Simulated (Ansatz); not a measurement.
Input file:

```yaml
crystal:
  periodic: [false, false, false]
  atoms:
    - {symbol: Si, position_ang: [0.000000, 0.000000, 0.000000]}
    - {symbol: Cl, position_ang: [0.000000, 0.000000, 5.514000]}
basis:
  gaussian: {orbitals: 6-31G}
magnetization: {spin_polarized: false, initial_magnetization: 3}
correlation: {method: bccd_t, electrons: outside_noble_gas}
```

```sh
$ ansatz run in.yaml --threads 1 --pin off --events-out ev --progress --plain --max-ram 2393MiB
```

Output:

```
280 factors; integrals over basis functions are off by at most 3.1e-4 eV
mean field evaluation 1: about -20361.2135 eV, gradient 4.5e0 eV
mean field evaluation 2: about -20361.2136 eV, gradient 4.5e0 eV
mean field evaluation 4: about -20361.4923 eV, gradient 3.6e-1 eV
mean field evaluation 8: about -20361.4937 eV, gradient 8.4e-5 eV
mean field evaluation 16: about -20361.4941 eV, gradient 1.0e-1 eV
mean field evaluation 32: about -20361.5014 eV, gradient 1.4e-6 eV
mean field evaluation 64: about -20361.4969 eV, gradient 4.6e-2 eV
mean field evaluation 96: about -20361.5003 eV, gradient 2.3e-10 eV
mean field evaluation 128: about -20361.5003 eV, gradient 1.4e-6 eV
mean field evaluation 160: about -20361.5013 eV, gradient 1.1e-2 eV
...
mean field evaluation 576: about -20361.5051 eV, gradient 4.3e-3 eV
mean field evaluation 608: about -20361.5035 eV, gradient 3.3e-2 eV
mean field evaluation 640: about -20361.5005 eV, gradient 2.3e-4 eV
mean field evaluation 672: about -20361.5053 eV, gradient 6.3e-2 eV
mean field evaluation 704: about -20361.5005 eV, gradient 1.3e-2 eV
determinant -20361.50143422 eV, -748.2713761861 hartree, with singles and doubles -20362.97758828 eV, -748.3256238474 hartree
determinant -20361.50030173 eV, -748.2713345679 hartree, with singles and doubles -20362.97631024 eV, -748.3255768804 hartree
determinant -20361.49569699 eV, -748.2711653468 hartree, with singles and doubles -20362.97167637 eV, -748.3254065888 hartree
determinant -20361.49370885 eV, -748.2710922840 hartree, with singles and doubles -20362.96966180 eV, -748.3253325547 hartree
determinant -20361.48898310 eV, -748.2709186159 hartree, with singles and doubles -20362.96482805 eV, -748.3251549174 hartree
determinant -20361.50143422 eV, -748.2713761861 hartree, with singles and doubles -20362.97766167 eV, -748.3256265443 hartree
determinant -20361.50030173 eV, -748.2713345679 hartree, with singles and doubles -20362.97641988 eV, -748.3255809093 hartree
determinant -20361.49569699 eV, -748.2711653468 hartree, with singles and doubles -20362.97176052 eV, -748.3254096812 hartree
determinant -20361.49370885 eV, -748.2710922840 hartree, with singles and doubles -20362.96975726 eV, -748.3253360626 hartree
determinant -20361.48898310 eV, -748.2709186159 hartree, with singles and doubles -20362.96494657 eV, -748.3251592731 hartree
10 core orbitals not correlated: weight in the atoms' cores, before any rotation towards them, 1.000 or more for the frozen orbitals, at most 0.000 for the correlated occupied ones
reference -20361.50143422 eV, -748.2713761861 hartree; 7, 4 occupied and 9, 12 virtual orbitals, 280 factors
second order -1.08448975 eV of doubles, -0.00216817 eV of singles
cycle   1  -1.47507944 eV  change    1.1e-3 eV  update   2.4e-3
cycle   2  -1.47425850 eV  change    8.2e-4 eV  update   2.9e-4
cycle   3  -1.47409723 eV  change    1.6e-4 eV  update   1.1e-4
cycle   4  -1.47412553 eV  change   -2.8e-5 eV  update   2.4e-5
cycle   5  -1.47412839 eV  change   -2.9e-6 eV  update   3.9e-6
perturbative correction -0.01301012 eV, -0.0004781130 hartree
Total energy: -20362.98857272 eV, -748.3260275182 hartree
```

For the same geometry and basis full CI lies 5.3 meV lower.

Ran on 1 thread of Arm Neoverse N1, shared host: 6 s wall, 0.22 GiB peak host memory.
